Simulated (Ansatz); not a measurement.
# CH3B (triplet): from Hartree-Fock to the top rungs at distance B1–C2 = 4.115 Å, cc-pVDZ

One table from this session's results is given with a row withheld; the runs are named, their logs left out.

The runs use Ansatz 0.2.0, Gaussian basis; cc-pVDZ, core rule «outside noble gas», up to 2 orbitals frozen.

Plan: UHF; CCSD(T) on ROHF; CCSD(T) on UHF; BCCD(T) on ROHF; CISD; CCSDT(Q) on ROHF; CCSDT(Q) on UHF; CASSCF and MRCISD+Q, 4 electrons in 4 orbitals; CASSCF and NEVPT2, 4 electrons in 4 orbitals.

21 further runs of the same task are left out: 18 that didn't finish, 3 set aside as unsound or not needed.

## The geometry

The geometry derives from a PBE0/def2-TZVP stationary point (not a proven minimum). One bond is set to the value named and the two fragments are kept rigid.

5 atoms, charge 0, spin multiplicity 3.

Atoms are counted from 1 here; the program's logs count them from 0.

Bond lengths: B1–H3 1.194 Å, C2–H4 1.092 Å, C2–H5 1.087 Å. Angles: H4–C2–H5 113.6°.

The first run:

The input, in.yaml:

```yaml
crystal:
  periodic: [false, false, false]
  atoms:
    - {symbol: B, position_ang: [0.000000, -0.387194, 2.217723]}
    - {symbol: C, position_ang: [0.000000, 0.254770, -1.846894]}
    - {symbol: H, position_ang: [0.000000, 0.423314, 3.093993]}
    - {symbol: H, position_ang: [0.000000, 1.248069, -2.299580]}
    - {symbol: H, position_ang: [0.000000, -0.554258, -2.573604]}
basis:
  gaussian: {orbitals: cc-pVDZ}
magnetization: {spin_polarized: true, initial_magnetization: 2}
hamiltonian: {xc: hf}
output: {orbitals: {seedname: orbitals}}
```

Launch:

```
> ansatz run in.yaml --threads 1 --pin off --events-out ev --progress --plain --max-ram 2393MiB
```

Among the steps run: UHF; CCSD(T) on ROHF; CCSD(T) on UHF; BCCD(T) on ROHF; CISD; CCSDT(Q) on ROHF; CCSDT(Q) on UHF; CASSCF and MRCISD+Q, 4 electrons in 4 orbitals; CASSCF and NEVPT2, 4 electrons in 4 orbitals.

One table of the session follows, with a row left open; its other results are not shown here.

| method | from UCCSDT(Q) (meV) |
| --- | --- |
| ROHF | +5686.0 |
| UHF | +5386.9 |
| RMP2 | +1406.2 |
| UMP2 | +1513.5 |
| CISD | +552.0 |
| RCCSD | +112.0 |
| UCCSD | +114.3 |
| RCCSD(T) | +25.4 |
| UCCSD(T) | +27.8 |
| BCCD(T) | ? |
| RCCSDT | +3.6 |
| UCCSDT | +3.4 |
| RCCSDT(Q) | +0.1 |
| UCCSDT(Q) | 0 |
| CASSCF pair | +5098.1 |
| NEVPT2 pair | +1303.0 |
| MRCISD pair | +438.9 |
| MRCISD+Q pair | +23.3 |

Q: Estimate the row for BCCD(T) from the others.

**Answer.** from UCCSDT(Q) (meV): +25.6. In the column «from UCCSDT(Q) (meV)» it lies between RCCSD(T) (+25.4) and UCCSD(T) (+27.8).

To keep in mind: Restricted and unrestricted rows rest on different reference determinants; where their highest levels disagree by more than a few hundredths of an eV, they describe different states and don't form one ladder.
